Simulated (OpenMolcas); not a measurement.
# HBS (hydrogen boron sulfide): the energy, rung by rung

HBS: 3 atoms, total charge 0, spin state singlet. As SMILES, `B=S`. The coordinates come from a GFN2-xTB relaxation.

```
atom    x (Å)    y (Å)    z (Å)
   B  -0.0410  -0.0161   0.1425
   S   0.3953   0.1465  -1.3797
   H  -0.3543  -0.1304   1.2371
```

Quantity: the energy change with the B1–S2 bond stretched from 1.592 to 3.184 Å, in eV. The values are calculated.

```csv
level,kind,program,value (eV),less FCI/STO-3G
HF/STO-3G (restricted),Hartree–Fock,OpenMolcas,8.86,-0.10
ACPF/STO-3G (restricted),coupled cluster or CI,OpenMolcas,9.76,+0.80
CISD/STO-3G (restricted),coupled cluster or CI,OpenMolcas,9.90,+0.94
FCI/STO-3G,exact in the basis,OpenMolcas,8.96,0.00
```

FCI/STO-3G is exact within its basis and frozen core, so for wave-function methods in that basis the difference is their error. The first shape isn't each level's own minimum. The values span 8.86 to 9.90 eV. All rows use very small basis sets, so even the best lies far from the true value.
